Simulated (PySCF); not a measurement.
C$_{4}$H$_{5}$, doublet, geometry from GFN2-xTB; PySCF with PBE0/def2-SV(P).

The PySCF input:
```python
from pyscf import gto, scf, dft

mol = gto.Mole()
mol.atom = '''
    C    -0.004161    0.006410    0.418625
    C    -0.002093   -0.803829   -0.823336
    C     0.018426    0.691366   -0.931558
    C    -0.016515    0.039816    1.679741
    H    -0.913340   -1.326673   -1.078227
    H     0.900249   -1.350230   -1.059838
    H     0.937302    1.183945   -1.212994
    H    -0.881453    1.207569   -1.231435
    H    -0.016700    0.682813    2.521659
'''
mol.basis = 'def2-sv(p)'
mol.charge = 0
mol.spin = 1
mol.verbose = 4
mol.build()

mf = dft.ROKS(mol)
mf.xc = 'pbe0'
mf.kernel()
mf.analyze()
```

Task: What does PySCF print? Leave out banner, timings and long lists.

Result: 
```
PySCF version 2.14.0

[INPUT] verbose = 4
[INPUT] num. atoms = 9
[INPUT] num. electrons = 29
[INPUT] charge = 0
[INPUT] spin (= nelec alpha-beta = 2S) = 1
[INPUT] symmetry False subgroup None
[INPUT] Mole.unit = angstrom
[INPUT] Symbol           X                Y                Z      unit          X                Y                Z       unit  Magmom
[INPUT]  1 C     -0.004161000000   0.006410000000   0.418625000000 AA   -0.007863150404   0.012113144458   0.791086598896 Bohr   0.0
[INPUT]  2 C     -0.002093000000  -0.803829000000  -0.823336000000 AA   -0.003955196779  -1.519016660983  -1.555879548495 Bohr   0.0
[INPUT]  3 C      0.018426000000   0.691366000000  -0.931558000000 AA    0.034820093571   1.306492391836  -1.760389489148 Bohr   0.0
[INPUT]  4 C     -0.016515000000   0.039816000000   1.679741000000 AA   -0.031208826947   0.075241335376   3.174250450203 Bohr   0.0
[INPUT]  5 H     -0.913340000000  -1.326673000000  -1.078227000000 AA   -1.725962458610  -2.507048626855  -2.037553730111 Bohr   0.0
[INPUT]  6 H      0.900249000000  -1.350230000000  -1.059838000000 AA    1.701224053914  -2.551564905171  -2.002803556407 Bohr   0.0
[INPUT]  7 H      0.937302000000   1.183945000000  -1.212994000000 AA    1.771244076007   2.237331796548  -2.292226450741 Bohr   0.0
[INPUT]  8 H     -0.881453000000   1.207569000000  -1.231435000000 AA   -1.665704761676   2.281974686515  -2.327074890204 Bohr   0.0
[INPUT]  9 H     -0.016700000000   0.682813000000   2.521659000000 AA   -0.031558426280   1.290329564293   4.765244889545 Bohr   0.0

nuclear repulsion = 102.7323616115
number of shells = 34
number of NR pGTOs = 116
number of NR cGTOs = 66
basis = def2-sv(p)
ecp = {}

******** <class 'pyscf.dft.roks.ROKS'> ********
method = ROKS
initial guess = minao
damping factor = 0
level_shift factor = 0
DIIS = <class 'pyscf.scf.diis.CDIIS'>
diis_start_cycle = 1
diis_space = 8
diis_damp = 0
SCF conv_tol = 1e-09
SCF conv_tol_grad = None
SCF max_cycles = 50
direct_scf = True
direct_scf_tol = 1e-13
num. doubly occ = 14  num. singly occ = 1
XC library pyscf.dft.libxc version 7.1.2
    S. Lehtola, C. Steigemann, M. J. T. Oliveira, and M. A. L. Marques,  SoftwareX 7, 1–5 (2018)
XC functionals = pbe0
    C. Adamo and V. Barone,  J. Chem. Phys. 110, 6158 (1999)
    M. Ernzerhof and G. E. Scuseria,  J. Chem. Phys. 110, 5029 (1999)
radial grids:
    Treutler-Ahlrichs [JCP 102, 346 (1995); DOI:10.1063/1.469408] (M4) radial grids

becke partition: Becke, JCP 88, 2547 (1988); DOI:10.1063/1.454033
pruning grids: <function nwchem_prune>
grids dens level: 3
symmetrized grids: False
atomic radii adjust function: <function treutler_atomic_radii_adjust>
small_rho_cutoff = 0
Set gradient conv threshold to 3.16228e-05
tot grids = 105512
init E= -155.511539002746
  HOMO = -0.19477621214238  LUMO = -0.0493554476386362  gap/eV = 3.95710
cycle= 1 E= -154.939168422237  delta_E= 0.572  |g|= 0.248  |ddm|= 2.26
  HOMO = -0.0834023566643274  LUMO = 0.0573326224369213  gap/eV = 3.82959
cycle= 2 E= -154.947451449636  delta_E= -0.00828  |g|= 0.216  |ddm|= 0.513
  HOMO = -0.140370340404361  LUMO = 0.0221984540216185  gap/eV = 4.42372
cycle= 3 E= -154.962134580311  delta_E= -0.0147  |g|= 0.0427  |ddm|= 0.303
  HOMO = -0.132400937563324  LUMO = 0.0250797324686438  gap/eV = 4.28527
cycle= 4 E= -154.962508463123  delta_E= -0.000374  |g|= 0.0372  |ddm|= 0.0647
  HOMO = -0.133825331315752  LUMO = 0.0260687951077783  gap/eV = 4.35094
cycle= 5 E= -154.962937364839  delta_E= -0.000429  |g|= 0.00629  |ddm|= 0.0341
  HOMO = -0.134104803398673  LUMO = 0.0255617169911719  gap/eV = 4.34475
cycle= 6 E= -154.962953257111  delta_E= -1.59e-05  |g|= 0.00345  |ddm|= 0.0116
  HOMO = -0.134276354178267  LUMO = 0.0255977592016992  gap/eV = 4.35040
cycle= 7 E= -154.962957249386  delta_E= -3.99e-06  |g|= 0.000576  |ddm|= 0.00469
  HOMO = -0.134218529559087  LUMO = 0.0256132577263943  gap/eV = 4.34924
cycle= 8 E= -154.962957393303  delta_E= -1.44e-07  |g|= 8.23e-05  |ddm|= 0.00117
  HOMO = -0.134229468527722  LUMO = 0.025610369939332  gap/eV = 4.34946
cycle= 9 E= -154.962957395104  delta_E= -1.8e-09  |g|= 5.4e-05  |ddm|= 0.000155
  HOMO = -0.134228841657285  LUMO = 0.0256111294515833  gap/eV = 4.34947
cycle= 10 E= -154.96295739582  delta_E= -7.16e-10  |g|= 1.09e-05  |ddm|= 5.22e-05
  HOMO = -0.134225475505055  LUMO = 0.025611064608591  gap/eV = 4.34937
Extra cycle  E= -154.96295739571  delta_E= 1.11e-10  |g|= 2.2e-05  |ddm|= 3.4e-05
converged SCF energy = -154.96295739571
**** SCF Summaries ****
Total Energy =                        -154.962957395709623
Nuclear Repulsion Energy =             102.732361611500224
One-electron Energy =                 -410.239980032223627
Two-electron Energy =                  152.544661025013795
Two-electron Coulomb Energy =          175.845731040185569
DFT Exchange-Correlation Energy =      -23.301070015171774
HOMO-LUMO gap [eV] =                     4.349373793133627
**** MO energy ****
                Roothaan           | alpha              | beta
MO #1   energy= -10.2487193045823  | -10.2490372475406  | -10.2484013616243  occ= 2
MO #2   energy= -10.2475069580813  | -10.2485261621597  | -10.2464877539989  occ= 2
MO #3   energy= -10.2446894836562  | -10.2453648996413  | -10.2440140676714  occ= 2
MO #4   energy= -10.2318116553253  | -10.2380695533484  | -10.2255537570719  occ= 2
MO #5   energy= -0.889482968732834 | -0.892930209631748 | -0.886035726932968 occ= 2
MO #6   energy= -0.726779173947475 | -0.737946011684712 | -0.715612283706296 occ= 2
MO #7   energy= -0.628180849566373 | -0.630843414940942 | -0.625518284114869 occ= 2
MO #8   energy= -0.547808823901724 | -0.552955662819452 | -0.542661961932839 occ= 2
MO #9   energy= -0.504099419386807 | -0.505008245272523 | -0.503190593501096 occ= 2
MO #10  energy= -0.501539164073007 | -0.506960925245672 | -0.496117404137071 occ= 2
MO #11  energy= -0.391160378474571 | -0.391945949919134 | -0.390374807030011 occ= 2
MO #12  energy= -0.350985100065499 | -0.362824832277981 | -0.339144741592063 occ= 2
MO #13  energy= -0.347445913138455 | -0.352016077814091 | -0.342875674875199 occ= 2
MO #14  energy= -0.28174299482095  | -0.286406179218366 | -0.277079810423539 occ= 2
MO #15  energy= -0.134225475505055 | -0.220141976267958 | -0.0483104153810113 occ= 1
MO #16  energy= 0.025611064608591  | 0.020642805365426  | 0.0305793238517492 occ= 0
MO #17  energy= 0.0871121573744107 | 0.0863564874382712 | 0.0878678272664296 occ= 0
MO #18  energy= 0.11891666244026   | 0.115501446339151  | 0.122331898193304  occ= 0
MO #19  energy= 0.124809084974741  | 0.121698533903616  | 0.127919667646715  occ= 0
MO #20  energy= 0.138377575988479  | 0.136915588830701  | 0.139839563146256  occ= 0
MO #21  energy= 0.17967049503943   | 0.174695070052604  | 0.184646108768193  occ= 0
MO #22  energy= 0.189035093076977  | 0.188380152865835  | 0.189690033288123  occ= 0
MO #23  energy= 0.229162419879038  | 0.226745142237379  | 0.231579696302828  occ= 0
 ** Mulliken pop on meta-lowdin orthogonal AOs  **
 ** Mulliken pop  **
 ** Mulliken atomic charges  **
charge of    0C =     -0.02641
charge of    1C =     -0.18748
charge of    2C =     -0.19471
charge of    3C =     -0.17414
charge of    4H =      0.11309
charge of    5H =      0.11309
charge of    6H =      0.11302
charge of    7H =      0.11302
charge of    8H =      0.13053
Dipole moment(X, Y, Z, Debye):  0.01567,  0.52302, -0.87559
```
